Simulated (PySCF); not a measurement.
# Argon: a sound run and one with changed settings

Sound run: Ar [Ar], Ar⁺ [Ne] 3s2 3p5. All numbers are calculated (PySCF 2.14, the spin-free X2C one-electron Hamiltonian (Gaussian nucleus), in cc-pVDZ-DK). In the sound run the correlated levels freeze [Ne]. The sound run starts from symmetry-adapted Hartree-Fock orbitals and uses a fine grid where one is needed.

Changed run: the non-relativistic Hamiltonian (point nucleus). This setting is unsound on purpose.

| species | method | sound run (hartree) | changed run (hartree) | converged |
| --- | --- | --- | --- | --- |
| Ar | UHF | -528.60601 | -526.30782 | yes |
| Ar | BP86 | -529.39773 | -527.10131 | yes |
| Ar | PBE0 | -529.18394 | -526.88698 | yes |
| Ar | MP2 | -528.74640 | -526.44818 | yes |
| Ar | CCSD(T) | -528.75906 | -526.46090 | yes |
| Ar⁺ | UHF | -528.06731 | -525.76761 | yes |
| Ar⁺ | BP86 | -528.81670 | -526.51872 | yes |
| Ar⁺ | PBE0 | -528.60543 | -526.30690 | yes |
| Ar⁺ | MP2 | -528.17986 | -525.88024 | yes |
| Ar⁺ | CCSD(T) | -528.19763 | -525.89811 | yes |

Ionisation energy of Ar:

```json
{"method": "UHF", "sound run (eV)": "14.659", "changed run (eV)": "14.700"}
{"method": "BP86", "sound run (eV)": "15.811", "changed run (eV)": "15.853"}
{"method": "PBE0", "sound run (eV)": "15.742", "changed run (eV)": "15.785"}
{"method": "MP2", "sound run (eV)": "15.416", "changed run (eV)": "15.454"}
{"method": "SCS-MP2", "sound run (eV)": "15.326", "changed run (eV)": "15.365"}
{"method": "CCSD", "sound run (eV)": "15.276", "changed run (eV)": "15.313"}
{"method": "CCSD(T)", "sound run (eV)": "15.277", "changed run (eV)": "15.314"}
```

Most of the change in total energy is the relativistic energy itself. On top of that the contraction fixes the core shape for the Hamiltonian it was made with, so the changed run is not a good calculation with the other Hamiltonian either.

For comparison, NIST gives 15.760 eV between the lowest levels.
